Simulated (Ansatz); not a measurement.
# Match the barriers

Saddle point of C2H3S, doublet (C₂H₂ (C#C) + HS → C₂H ([C][CH]) + H₂S; bonds formed: H1–S4; bonds broken: H1–C2), PBE0-D4/def2-TZVP structure:

```xyz
6
angstrom
H -1.0376 0.5934 0.5430
C 0.2269 -0.0280 -0.4906
C 1.0440 0.0463 -1.3802
S -0.7376 0.2820 1.8579
H 1.7084 0.0711 -2.2142
H -1.2039 -0.9649 1.6841
```

Program: Ansatz 0.2.0. Basis: def2-TZVPP, with def2-QZVPP for the basis limit. Cores are frozen in the correlated methods; orbitals are unrestricted. Extrapolation: Hartree–Fock as exp(−7.88 √X), correlation as X^−2.97. Four methods, as single points on the PBE0-D4 structures, gave these electronic barriers from the start structure: 1.551, 1.668, 1.877, 2.187 eV.

(1) The methods were, in alphabetical order, CCSD(T), HF, PBE-D4, r2SCAN-D4. Which gave which? (A judgement: the text doesn't fix the answer.)

No T1 diagnostic of these runs exceeds 0.053. ⟨S²⟩ of the unrestricted Hartree–Fock references: 0.76 to 1.10 (a pure state has 0.75). The T1 diagnostic is large here, which may signal multireference character or strong orbital relaxation, so CCSD(T) is less sure. The unrestricted reference is spin-contaminated, which hurts MP2 most.

Results:

(1) Computed: PBE-D4 1.551; r2SCAN-D4 1.668; CCSD(T) 1.877; HF 2.187 eV. For comparison, CCSD(T) at an estimated basis limit (MP2 extrapolated from triple and quadruple zeta, plus CCSD(T) − MP2 in triple zeta) gives 1.929 eV.

Labels in which every atom is bracketed show which atoms are joined, not bond orders.

For scale, one of the runs: CCSD(T)/def2-TZVPP, 146 basis functions, launched by `ansatz run in.yaml --threads 2 --pin off --events-out ev --progress --plain --max-ram 4352MiB`. The run took 43 s on 2 CPU threads (shared host), with 2 GiB of host memory at its peak.
